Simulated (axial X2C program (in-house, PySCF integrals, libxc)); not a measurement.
**Nuclear properties of Al₂⁺**

Computed with an axial X2C code built on PySCF integrals: two-component X2C with atomic mean-field Coulomb and Gaunt terms, Gaussian nuclei, basis Al dyall-v3z with contracted cores.

R = 2.799 Å (near the PBE0 minimum at charge 1 of the determinant lowest at the starting distance; the state shown can have its own minimum elsewhere).

Input and command:
```json
{"zs": [13, 13], "q": 1, "bas": ["dyall-v3z", "dyall-v3z"], "r0": 2.52, "levels": ["PBE0", "HF", "BP86", "LDA", "TPSSh"], "nst": 3}
```
```bash
python soeom.py task.json out
```

Keys: zs atomic numbers; q charge; bas basis sets; r0 starting distance in Å; levels methods; nst determinants followed.

Determinant lowest in the PBE0 search, Ω = 1/2 (⟨Sz⟩ = 0.50, ⟨Lz⟩ = 0.00 at PBE0), spin on the atoms Al 0.25, Al 0.25:

```tsv
level	A∥/gI Al (MHz)	qzz Al (a.u.)
PBE0	71.1	-0.98
HF	-20	-0.98
BP86	109	-0.99
LDA	153	-1.01
TPSSh	87.3	-1.00
```

Determinant 0.37 eV from it at PBE0 and this distance, Ω = 3/2 (⟨Sz⟩ = 0.50, ⟨Lz⟩ = 1.00 at PBE0), spin on the atoms Al 0.25, Al 0.25:

| level | A∥/gI Al (MHz) | qzz Al (a.u.) |
| --- | --- | --- |
| PBE0 | 18.7 | 0.14 |
| HF | 9.38 | 0.16 |
| BP86 | 24.6 | 0.13 |
| LDA | 29.9 | 0.14 |
| TPSSh | 32.1 | 0.13 |

A∥ (defined per Ω) follows by multiplying with gI = μI/(I μN); qzz is the electric field gradient, eQq0 = 234.96 MHz × Q/barn × qzz. The operators were transformed with the bare-nucleus X2C matrices; with these basis sets, hyperfine constants and field gradients can be off by tens of per cent, and where levels differ in sign neither size nor sign is settled.

Question: With Q(27Al) = 0.1466 barn (Q from Pyykkö, Mol. Phys. 2018), turn the PBE0 values of the first state into constants in MHz.

Answer: eQq0(27Al) = 234.96 × (0.1466) × (-0.98) = -33.8 MHz.

Each state is one determinant with collinear spin. Unrestricted Hartree–Fock can overshoot spin polarisation at the nuclei. States lie within half an eV, so the first need not be the ground state. Where a field gradient or hyperfine factor spreads by more than a factor of two over the levels, a constant derived from it is not to be relied on. PBE0 term energies can be off by some tenths of an eV.
